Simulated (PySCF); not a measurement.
**Substituent chemical shifts**

Parent skeleton `[cH:1]1[cH:2][cH:3][s:4][cH:5]1`; one hydrogen on atom 3 is replaced by X. Hydrogens on one atom are averaged.

No relativistic terms, a single conformation, no solvent model. NMR shieldings at PBE0/pcSseg-1/GIAO; structure optimised with GFN2-xTB; PySCF.

Referencing at the same level of theory: TMS for ¹³C and ¹H; ³³S against CS2.

Parent (X = H): C1 130.8, C2 130.8, C3 133.8, S4 225.6, C5 133.8, H(C1) 7.27, H(C2) 7.27, H(C5) 7.22 ppm. Effects are Δδ = δ(X) − δ(H), positive for deshielding.

(1) Order these by the shift of C1, most shielded first.
A. X = COO-
B. X = COOCH3
C. X = C(S)CH3
D. X = OSiH3

(2) Order these by the shift of H(C2), most shielded first.
A. X = CHO
B. X = OSiH3
C. X = C(S)CH3
D. X = vinyl
E. X = CH2OH

(3) Order these by the shift of H(C5), most shielded first.
A. X = CHO
B. X = SCH3
C. X = COO-
D. X = C(S)CH3
E. X = CH2OH

## Answers

(1) A (-3.7 ppm), D (-0.5 ppm), B (+1.1 ppm), C (+3.1 ppm).

(2) B (-0.81 ppm), D (-0.32 ppm), E (+0.09 ppm), A (+1.00 ppm), C (+1.31 ppm).

(3) C (-0.89 ppm), B (-0.29 ppm), E (-0.10 ppm), D (+0.23 ppm), A (+0.41 ppm).
